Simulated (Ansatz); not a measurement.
Input file:

```yaml
crystal:
  periodic: [false, false, false]
  atoms:
    - {symbol: Si, position_ang: [-0.124629, 0.000001, 1.681959]}
    - {symbol: As, position_ang: [0.057778, 0.000000, -0.667422]}
    - {symbol: H, position_ang: [0.561776, -1.209969, 2.222531]}
    - {symbol: H, position_ang: [0.561775, 1.209971, 2.222530]}
    - {symbol: H, position_ang: [-0.972792, -1.104005, -0.850585]}
    - {symbol: H, position_ang: [-0.972793, 1.104003, -0.850586]}
basis:
  gaussian: {orbitals: cc-pVDZ, fitting: {mean_field: def2-universal-jkfit}}
total_charge: 1
correlation: {active_space: {ras: {orbitals: [11, 0, 40], electrons: 22, max_holes: 2, max_particles: 2}, fixed_orbitals: true}}
```

```sh
$ ansatz run in.yaml --threads 1 --pin off --events-out ev --progress --plain --max-ram 2393MiB
```

Log:

```
466 factors; integrals over basis functions are off by at most 3.6e-1 eV
mean field evaluation 1: about -68710.6438 eV, gradient 1.3e1 eV
mean field evaluation 2: about -68711.4285 eV, gradient 5.2e0 eV
mean field evaluation 4: about -68711.5632 eV, gradient 4.2e-1 eV
mean field evaluation 8: about -68711.5671 eV, gradient 1.9e-6 eV
mean field -68711.56713583 eV, -2525.1035178688 hartree, gradient 1.9e-6 eV, S^2 0.000000; 0 other end points of the search recorded, 0 dependent functions left out
reference -68711.56713583 eV, -2525.1035178688 hartree; 25, 25 occupied and 40, 40 virtual orbitals, 466 factors
state -68717.93536470 eV, -2525.3375459630 hartree
Total energy: -68717.93536470 eV, -2525.3375459630 hartree
```

Natural occupations: 1.9991 1.9991 1.9991 1.9991 1.9991 1.9794 1.9708 1.9652 1.9624 1.9587 1.9374 0.0471 0.0270 0.0206 0.0178 0.0166 0.0161 0.0087 0.0085 0.0085 0.0076 0.0059 0.0053 0.0052.

Ran on 1 thread of Arm Neoverse V2, shared host: 4.5 s wall, 0.2 GiB peak host memory.
